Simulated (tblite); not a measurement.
Compound: C3HClNO (doublet state).
SMILES with atom numbers: `[Cl:1][c:2]1[c:3][o:4][cH:5][n:6]1` (hydrogens: H7 on C5)

Computed geometry: GFN2-xTB, gas phase. This method treats the open shell by occupation alone, without spin polarisation.

List the bond lengths and angles at this level.

```json
{"bond": "Cl1–C2", "length (pm)": "168.0", "order": "single"}
{"bond": "C2–C3", "length (pm)": "136.5", "order": "aromatic"}
{"bond": "C3–O4", "length (pm)": "134.2", "order": "aromatic"}
{"bond": "O4–C5", "length (pm)": "132.3", "order": "aromatic"}
{"bond": "C5–N6", "length (pm)": "130.4", "order": "aromatic"}
{"bond": "C2–N6", "length (pm)": "136.2", "order": "aromatic"}
{"bond": "C5–H7", "length (pm)": "107.1", "order": "single"}
```

Orders are formal, as drawn. A selection of angles:
```json
{"angle": "Cl1–C2–C3", "degrees": "130.6"}
{"angle": "Cl1–C2–N6", "degrees": "123.2"}
{"angle": "C3–C2–N6", "degrees": "106.2"}
{"angle": "C2–C3–O4", "degrees": "109.5"}
{"angle": "C3–O4–C5", "degrees": "104.8"}
{"angle": "O4–C5–N6", "degrees": "113.1"}
{"angle": "O4–C5–H7", "degrees": "121.1"}
{"angle": "N6–C5–H7", "degrees": "125.7"}
{"angle": "C2–N6–C5", "degrees": "106.4"}
```

The 5-membered ring C2–C3–O4–C5–N6 has internal angles of 104.8° to 113.1°; it is planar, 0.00 Å rms from its mean plane, widest ring torsion 0°. C3 (carbon bonded to C and O) is bent (angle 109.5°). The 6 heavy atoms lie in one plane (0.000 Å rms). The 2 C–N bonds span 1.304 Å (C5–N6, aromatic) to 1.362 Å (C2–N6, aromatic), a spread of 0.058 Å. C5 (carbon bonded to N, O and H) is planar (angles 125.7°, 121.1° and 113.1°, sum 360.0°, 0.00 Å off the plane of its three neighbours). C2 (carbon bonded to C, Cl and N) is planar (angles 130.6°, 123.2° and 106.2°, sum 360.0°, 0.00 Å off the plane of its three neighbours).

Point group: Cs (every atom within 0.08 Å of its image). Its GFN2-xTB frequencies are all real (lowest 248 cm⁻¹).

The run took under 0.1 s on an Arm Neoverse V1 with one thread, no GPU, shared host. That covers the optimisation of the geometry.
